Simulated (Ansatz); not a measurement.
**How far a parabola holds: energy against volume of zinc-blende BeSe**

Results of BLYP in Ansatz (plane waves, PAW) for zinc-blende BeSe. Run with plane-wave cutoff 520 eV, 12×12×12 k mesh, Fermi–Dirac smearing 0.01 eV, scalar-relativistic PAW data made under PBE. The cell has no free parameter but its volume, and all volumes share cutoff and mesh, without spin polarisation. Energies are free energies at the run's smearing, counted from the lowest row; static lattice.

| V (Å³/atom) | E (meV/atom) |
|---|---|
| 16.931 | ? |
| 17.292 | 6.53 |
| 17.652 | 1.54 |
| 18.012 | 0.00 |
| 18.372 | 1.57 |
| 18.733 | 5.97 |

Q: Using a parabola, estimate the missing E at V = 16.931 from the other rows, showing the fit.

A: With u = V - 18.0, the rows have u = -0.7080, -0.3480, 0.0120, 0.3720, 0.7330. Least squares gives E = 0.002 - 0.6014·u + 12.0454·u². Residuals (row less fit): 0.064, -0.130, 0.003, 0.125, -0.063; standard error 0.142 (degrees of freedom: 2). The fitted curve has its minimum at V = 18.0, where E = -0.01. Its curvature is d²E/dV² = 2 × 12.0454 meV/Å⁶, so B = V0·d²E/dV² = 18.025 × 24.091 × 0.16022 = 69.6 GPa. At the withheld row, u = -1.0690, so E = 0.002 - 0.6014 × (-1.0690) + 12.0454 × (-1.0690)² = 14.410 meV/atom. The calculation gives 15.31 meV/atom, 0.900 meV/atom above the prediction (5.9 % of the range of E in the table). The row lies outside the fitted rows, so this is an extrapolation.

The residuals are curvature that a parabola lacks, not noise. A solid that stiffens under compression and softens on expansion lies above the parabola at the compressed end and under it at the expanded end, as this row does. A third-order Birch-Murnaghan fit to the whole scan has B0 = 69.3 GPa. Only scans are tabulated whose curvature falls smoothly with volume, and where the parabola meets the shown rows within 5 % of their range and misses the end by 0.1 meV or more.

Measured, for comparison: bulk modulus 92.2 GPa (temperature not stated, not corrected to a static lattice; as tabulated in Inakpenu et al., APS March Meeting 2017, C27.9). Computed (rounded) less measured: bulk modulus -25 %.

Ansatz is a first-principles code.
